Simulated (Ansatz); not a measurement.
Species: H2N, SMILES `[NH2]` (charge 0, multiplicity 2), formula H2N.

**Question.** How many basis functions does frozen-core CCSD(T)/cc-pVTZ // PBE-D3(BJ)/def2-TZVP (Ansatz, a program for electronic structure) use, how many core orbitals are frozen, and how many electrons are correlated?

**Answer.** 58 basis functions and 1 frozen orbitals, which leaves 7 correlated electrons. Core time is of the order of seconds.
